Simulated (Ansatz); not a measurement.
# 1T (CdI2-type) PtSe2

The numbers are results of PBEsol (Ansatz, an electronic-structure program, PAW), not measurements.

Run with plane-wave cutoff 520 eV, 24×24×16 k mesh (along the axes of the cell as run), Fermi–Dirac smearing 0.05 eV, scalar-relativistic PAW data made under PBE.

Cell (measured lattice):

```cif
data_PtSe2
_chemical_formula_sum 'Pt1 Se2'
_space_group_name_H-M_alt 'P-3m1'
_space_group_IT_number 164
_space_group_name_Hall '-P 3 2"'
_cell_length_a 3.72700
_cell_length_b 3.72700
_cell_length_c 5.08100
_cell_angle_alpha 90.000
_cell_angle_beta 90.000
_cell_angle_gamma 120.000
loop_
_atom_site_label
_atom_site_type_symbol
_atom_site_symmetry_multiplicity
_atom_site_Wyckoff_symbol
_atom_site_fract_x
_atom_site_fract_y
_atom_site_fract_z
_atom_site_occupancy
Pt1 Pt 1 a 0.00000 0.00000 0.00000 1
Se1 Se 2 d 0.33333 0.66667 0.25390 1
```

```
Item                                             Result
---------------------------------------------  --------
elastic constant C11                            175 GPa
elastic constant C12                           60.2 GPa
elastic constant C13                           26.3 GPa
elastic constant C33                           20.7 GPa
elastic constant C44                           26.3 GPa
elastic constant C66                           57.5 GPa
Voigt–Reuss–Hill bulk modulus                  43.3 GPa
Voigt–Reuss–Hill shear modulus (Hill average)  29.6 GPa
```

Note: the solid has no gap at this level, which affects its response; the cell isn't this level's own, so it is under some stress, which shifts stiffness and frequencies.

Elastic constants are with the ions relaxed.

Spin–orbit coupling is not included.

Computed values are for the static lattice.

Computing time: about 2.8 core-hours (a rough figure).
